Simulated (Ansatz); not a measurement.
# CH4S (singlet): wave-function methods side by side, cc-pV(D+d)Z

The task here is to estimate one member of a computed series from the others.

Computed with Ansatz 0.2.0, Gaussian basis. Level: cc-pV(D+d)Z, core rule «outside noble gas», up to 6 orbitals frozen.

Plan: UHF; CCSD(T) on RHF; BCCD(T) on RHF; CISD; CCSDT(Q) on RHF; CCSDTQ on RHF; CASSCF and MRCISD+Q, 14 electrons in 12 orbitals; CASSCF and NEVPT4(SD), 14 electrons in 12 orbitals; CASSCF and NEVPT2, 14 electrons in 12 orbitals.

18 further runs of the same task are left out: 1 that didn't finish, 17 set aside as unsound or not needed.

### The geometry

The geometry is an MP2(full)/6-31G* stationary point (not a proven minimum).

6 atoms, charge 0, spin multiplicity 1.

Atoms are counted from 1 here; the program's logs count them from 0.

Bond lengths: C1–S2 1.814 Å, C1–H4 1.090 Å, C1–H5 1.090 Å, C1–H6 1.090 Å, S2–H3 1.340 Å. Angles: S2–C1–H4 106.6°, S2–C1–H5 111.6°, S2–C1–H6 111.6°, H4–C1–H5 108.5°, H4–C1–H6 108.5°, H5–C1–H6 109.9°, C1–S2–H3 96.8°.

Coordinates:

```xyz
6

C    -0.0261    1.2273    0.0000
S    -0.0261   -0.5871    0.0000
H     1.3049   -0.7455    0.0000
H    -1.0708    1.5392    0.0000
H     0.4541    1.6290    0.8923
H     0.4541    1.6290   -0.8923
```

Set-up of the first run:

in.yaml

```yaml
crystal:
  periodic: [false, false, false]
  atoms:
    - {symbol: C, position_ang: [-0.026122, 1.227299, 0.000000]}
    - {symbol: S, position_ang: [-0.026122, -0.587076, 0.000000]}
    - {symbol: H, position_ang: [1.304907, -0.745469, 0.000000]}
    - {symbol: H, position_ang: [-1.070770, 1.539208, 0.000000]}
    - {symbol: H, position_ang: [0.454080, 1.628987, 0.892259]}
    - {symbol: H, position_ang: [0.454080, 1.628987, -0.892259]}
basis:
  gaussian: {orbitals: "cc-pV(D+d)Z.json"}
magnetization: {spin_polarized: true, initial_magnetization: 0}
hamiltonian: {xc: hf}
output: {orbitals: {seedname: orbitals}}
```

Launch:

```console
> ansatz run in.yaml --threads 1 --pin off --events-out ev --progress --plain --max-ram 3956MiB --backend cpu
```

Among the steps run: UHF; CCSD(T) on RHF; BCCD(T) on RHF; CISD; CCSDT(Q) on RHF; CCSDTQ on RHF; CASSCF and MRCISD+Q, 14 electrons in 12 orbitals; CASSCF and NEVPT4(SD), 14 electrons in 12 orbitals; CASSCF and NEVPT2, 14 electrons in 12 orbitals.

One of the session's tables, all rows but one given; the rest of the session is left out.

| method | from RCCSDTQ (meV) |
| --- | --- |
| RHF | +9069.9 |
| RMP2 | +1250.6 |
| CISD | +1073.5 |
| RCCSD | +266.1 |
| RCCSD(T) | +34.1 |
| BCCD(T) | ? |
| RCCSDT | +14.8 |
| RCCSDT(Q) | -0.1 |
| RCCSDTQ | 0 |
| CASSCF valence | +6249.5 |
| NEVPT2 valence | +1473.3 |
| NEVPT4(SD) valence | +161.9 |
| MRCISD valence | +524.4 |
| MRCISD+Q valence | +40.2 |

**Question.** Estimate the row for BCCD(T).

The run gave: from RCCSDTQ (meV): +33.7. In the column «from RCCSDTQ (meV)» it lies between RCCSDT (+14.8) and RCCSD(T) (+34.1).
